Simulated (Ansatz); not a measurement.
**HO (quartet): the correlation ladder, aug-cc-pVTZ**

Aim: climb from Hartree-Fock through coupled cluster and multireference methods for HO (quartet) at one geometry and basis, and see what each rung misses.

Program: Ansatz 0.2.0, Gaussian basis. Level of theory: aug-cc-pVTZ, core rule «outside noble gas», up to 1 orbitals frozen. These are calculated values, not measurements.

The runs, in order: UHF; CCSD(T) on ROHF; CCSD(T) on UHF; BCCD(T) on ROHF; CCSDT(Q) on ROHF; CCSDT(Q) on UHF; CASSCF and MRCISD+Q, 7 electrons in 5 orbitals; CASSCF and NEVPT2, 7 electrons in 5 orbitals.

19 further runs of the same task are left out: 5 that didn't finish, 14 set aside as unsound or not needed. Runs told in other sessions of the task aren't counted.

## (1) The geometry

The geometry is a PBE0/def2-TZVPD stationary point (not a proven minimum) of the parent state, kept for this charge and spin.

2 atoms, charge 0, spin multiplicity 4.

Atoms are counted from 1 here; the program's logs count them from 0.

Bond lengths: O1–H2 1.006 Å.

As a file:

```
O     0.0000    0.0000    0.0000
H     0.0000    0.0000    1.0060
```

## (2) UHF

in.yaml reads:

```yaml
crystal:
  periodic: [false, false, false]
  atoms:
    - {symbol: O, position_ang: [0.000000, 0.000000, 0.000000]}
    - {symbol: H, position_ang: [0.000000, 0.000000, 1.006000]}
basis:
  gaussian: {orbitals: aug-cc-pVTZ}
magnetization: {spin_polarized: true, initial_magnetization: 3}
hamiltonian: {xc: hf}
output: {orbitals: {seedname: orbitals}}
```

On the command line:

```bash
$ ansatz run in.yaml --threads 1 --pin off --events-out ev --progress --plain --max-ram 2393MiB
```

The runs that follow: CCSD(T) on ROHF; CCSD(T) on UHF; BCCD(T) on ROHF; CCSDT(Q) on ROHF; CCSDT(Q) on UHF; CASSCF and MRCISD+Q, 7 electrons in 5 orbitals; CASSCF and NEVPT2, 7 electrons in 5 orbitals.

Q: Predict the results of all the runs planned. Wanted: UCCSDT(Q) from the RHF energy; RMP2 from UCCSDT(Q); UMP2 from UCCSDT(Q); RCCSD from UCCSDT(Q); RCCSD(T) from UCCSDT(Q); UCCSD(T) from UCCSDT(Q); RCCSDT(Q) from UCCSDT(Q); NEVPT2 valence from UCCSDT(Q); MRCISD+Q valence from UCCSDT(Q).

**Answer**, as computed:

| quantity | value |
| --- | --- |
| UCCSDT(Q) from the ROHF energy | -5.0477 eV |
| RMP2 from UCCSDT(Q) | +597.0 meV |
| UMP2 from UCCSDT(Q) | +620.6 meV |
| RCCSD from UCCSDT(Q) | +124.3 meV |
| RCCSD(T) from UCCSDT(Q) | +16.1 meV |
| UCCSD(T) from UCCSDT(Q) | +13.7 meV |
| RCCSDT(Q) from UCCSDT(Q) | +2.9 meV |
| NEVPT2 valence from UCCSDT(Q) | +923.0 meV |
| MRCISD+Q valence from UCCSDT(Q) | +34.1 meV |
| levels within 1 kcal/mol (43 meV) | RCCSD(T), UCCSD(T), BCCD(T), RCCSDT, UCCSDT, RCCSDT(Q), MRCISD+Q valence |
| T1 diagnostic | 0.018 |
| effectively unpaired electrons | 3.00 |

**Reading.** RCCSD(T) misses by +16.1 meV, 0.3 % of the correlation energy. One determinant dominates. Of the multireference levels listed MRCISD+Q valence comes nearest in total energy (+34.1 meV), which doesn't show that its space is the better one. These misses are within one basis, not against nature; the frozen cores of restricted and unrestricted runs differ, which can shift their rows.
